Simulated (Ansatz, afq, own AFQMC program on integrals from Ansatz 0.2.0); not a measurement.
# Te, triplet → Te⁺, quartet

A free Te atom.

E(quartet, charge +1) − E(triplet, charge +0) at this geometry, on UHF and UHF determinants.

Basis def2-SVP with its core potentials. Noble-gas cores (and the filled d shells of Ga–Kr and In–Xe) are frozen. Integrals, coupled cluster, full CI and functionals: Ansatz 0.2.0; the random walks run on the same integrals in our own AFQMC program. The CISD trial takes its coefficients from CCSD amplitudes. Released means that phaseless walkers are propagated on without the constraint, phases kept. Free projection: walkers drawn from exp(T), propagated without any constraint. Its projection time is finite, and what remains of the start isn't in its error. ± is one standard error of the sampling. No spin–orbit coupling. The errors of all members are added in quadrature.

Full CI on the same integrals is exact in this basis and with this determinant's frozen core.

Errors are counted within def2-SVP, not against nature.

Cautions: inner d shell frozen; no spin-orbit coupling.

| level | vertical ionization energy (kJ/mol) |
| --- | --- |
| CCSD | 780.7 |
| HF | 742.1 |

Q: From these cheaper values, estimate the vertical ionization energy at the reference level in def2-SVP.

A: 781.5 kJ/mol (full CI in def2-SVP).

```json
{"level": "MP2", "vertical ionization energy (kJ/mol)": "777.9", "error against FCI (kJ/mol)": "-3.6"}
{"level": "CCSD(T)", "vertical ionization energy (kJ/mol)": "781.3", "error against FCI (kJ/mol)": "-0.2"}
{"level": "CCSDT", "vertical ionization energy (kJ/mol)": "781.4", "error against FCI (kJ/mol)": "-0.1"}
{"level": "CCSDT(Q)", "vertical ionization energy (kJ/mol)": "781.5", "error against FCI (kJ/mol)": "0.0"}
{"level": "CCSDTQ", "vertical ionization energy (kJ/mol)": "781.5", "error against FCI (kJ/mol)": "0.0"}
{"level": "ph-AFQMC/HF", "vertical ionization energy (kJ/mol)": "778.9 ± 1.3", "error against FCI (kJ/mol)": "-2.6 ± 1.3"}
{"level": "ph-AFQMC/CISD", "vertical ionization energy (kJ/mol)": "781.3 ± 0.06", "error against FCI (kJ/mol)": "-0.2 ± 0.06"}
{"level": "released AFQMC", "vertical ionization energy (kJ/mol)": "781.6 ± 0.04", "error against FCI (kJ/mol)": "0.0 ± 0.04"}
{"level": "free AFQMC", "vertical ionization energy (kJ/mol)": "781.5 ± 0.03", "error against FCI (kJ/mol)": "0.0 ± 0.03"}
```

Correlation beyond CCSD(T) adds 0.2 kJ/mol. The perturbative (T) step is worth +0.6 kJ/mol.

CCSDT and higher add their correlation energy to the determinant of the CCSD(T) run, since their own runs factorise the integrals more tightly (a shift of under 2 meV). Free projections are given only where their last times agree within the noise and don't stop above the reference; a slow remainder of the start can still hide under it. A walk keeps the symmetry of its determinant, which the program's search chose and which needn't be the lowest solution, so a lower state of the same spin and another symmetry isn't excluded. Released energies are given only where the last usable release times agree within the noise; a slower fall can still hide under it.
